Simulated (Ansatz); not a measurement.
```yaml
crystal:
  periodic: [false, false, false]
  atoms:
    - {symbol: Al, position_ang: [-0.710089, -0.043609, -0.000415]}
    - {symbol: C, position_ang: [1.296339, -0.007463, 0.001212]}
    - {symbol: H, position_ang: [-1.573138, 1.290491, -0.008151]}
    - {symbol: H, position_ang: [1.702689, -1.027666, 0.006898]}
    - {symbol: H, position_ang: [1.714975, 0.501313, 0.877133]}
    - {symbol: H, position_ang: [1.716564, 0.492156, -0.879208]}
basis:
  gaussian: {orbitals: def2-TZVP}
magnetization: {spin_polarized: true, initial_magnetization: 1}
hamiltonian: {xc: pbe0}
relax: {f_tol: 0.004, max_steps: 80}
```

```sh
$ ansatz run in.yaml --threads 1 --pin off --events-out ev --progress --plain --max-ram 2176MiB
```

Steps of the relaxation (energy above the last step; positions in Å, forces in eV/Å):

```
6
step 1, 29.9 meV
Al   -0.710   -0.044    0.000    0.606   -0.231    0.002
C     1.296   -0.007    0.001   -0.145   -0.246    0.001
H    -1.573    1.290   -0.008   -0.056    0.243   -0.001
H     1.703   -1.028    0.007   -0.107    0.125   -0.001
H     1.715    0.501    0.877   -0.149    0.055    0.027
H     1.717    0.492   -0.879   -0.149    0.054   -0.028
```

```
6
step 2, 4.2 meV
Al   -0.690   -0.074    0.000    0.186   -0.002    0.000
C     1.288   -0.022    0.001   -0.051   -0.148    0.001
H    -1.505    1.310   -0.008   -0.004    0.040    0.000
H     1.724   -1.027    0.007   -0.016    0.114   -0.001
H     1.664    0.514    0.882   -0.057   -0.002   -0.030
H     1.666    0.505   -0.884   -0.057   -0.002    0.030
```

```
6
step 3, 0.2 meV
Al   -0.681   -0.081    0.000   -0.035   -0.005    0.000
C     1.283   -0.037    0.001    0.014   -0.027    0.000
H    -1.473    1.322   -0.008    0.023   -0.009    0.000
H     1.751   -1.023    0.007   -0.014    0.034    0.000
H     1.633    0.516    0.880    0.006    0.003   -0.007
H     1.635    0.507   -0.883    0.006    0.003    0.007
```

```
6
step 6, 0.0 meV
Al   -0.684   -0.085    0.000    0.000    0.000    0.000
C     1.280   -0.038    0.001    0.000    0.000    0.000
H    -1.463    1.323   -0.008    0.000    0.000    0.000
H     1.754   -1.021    0.007    0.000    0.000    0.000
H     1.630    0.518    0.879    0.000    0.000    0.000
H     1.631    0.508   -0.882    0.000    0.000    0.000
```

Close pairs at the end: C2–H4 1.091 Å, C2–H5 1.096 Å, C2–H6 1.096 Å, Al1–H3 1.609 Å, Al1–C2 1.965 Å.

A stationary point of unrestricted PBE0 after 6 steps, with ⟨S²⟩ = 0.752 against 0.75 for a pure state; no frequencies were run, so it isn't proven a minimum. 11 s on 1 thread of AMD EPYC 9R14, shared host.
